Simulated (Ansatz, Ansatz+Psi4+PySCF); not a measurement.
```
atom   x (Å)   y (Å)   z (Å)
  Be  0.0000  0.0000  0.0000
   F  0.0000  0.0000  1.3610
```

Basis set: cc-pCVTZ on Be; cc-pVTZ on F (spherical functions). Left uncorrelated: 1 orbital. Charge 0, multiplicity 2.

Computed with Ansatz (development build ahead of 0.2.0); the reference of a correlated method needn't be the lowest determinant of its kind.

The atomization energy at this shape (free ground-state atoms in the same class of orbitals less the molecule, no zero-point energy) of doublet BeF:

```csv
method,atomization energy
UHF-CCSD(T),5.74 eV
```

**Question.** What does UHF-CCSD give?

**Answer.** 5.62 eV. Caution: the reference determinant was not shown to be the lowest.
